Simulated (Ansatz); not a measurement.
C3H6ClN (`C/N=C(/C)Cl`), relaxed with RKS PBE0-D4/def2-TZVP in Ansatz from a PBE-D4/def2-SVP geometry. The force threshold is 0.005 eV/Å; the program also tests the step.

The species carries charge 0 and has multiplicity 1.

Start:

```xyz
11

C    -0.330   -1.694   -0.855
N     0.342   -0.714   -0.045
C    -0.055    0.464    0.144
C     0.645    1.487    0.982
Cl   -1.587    1.144   -0.587
H     0.344   -2.005   -1.681
H    -0.517   -2.604   -0.247
H    -1.290   -1.333   -1.285
H    -0.022    1.841    1.793
H     0.908    2.372    0.368
H     1.561    1.041    1.413
```

Question: By how much does the energy fall, and how many steps does the optimiser take? (Best estimate.)

Answer: Computed: 1.36 kcal/mol, in 10 steps, 1 of them rejected.

Question: Which bonds change most? (Estimate.)

Answer: Ansatz gave: C3–Cl5 from 1.829 to 1.791 Å; C1–H8 from 1.113 to 1.094 Å; C1–H6 from 1.111 to 1.093 Å; C1–H7 from 1.110 to 1.093 Å.

Question: Give the relaxed structure. (Estimate.)

Answer: Computed: 
```xyz
11

C    -0.327   -1.675   -0.853
N     0.345   -0.698   -0.050
C    -0.061    0.460    0.140
C     0.639    1.474    0.972
Cl   -1.573    1.113   -0.563
H     0.352   -2.007   -1.642
H    -0.543   -2.549   -0.233
H    -1.256   -1.312   -1.304
H    -0.010    1.806    1.785
H     0.883    2.351    0.369
H     1.550    1.036    1.378
```
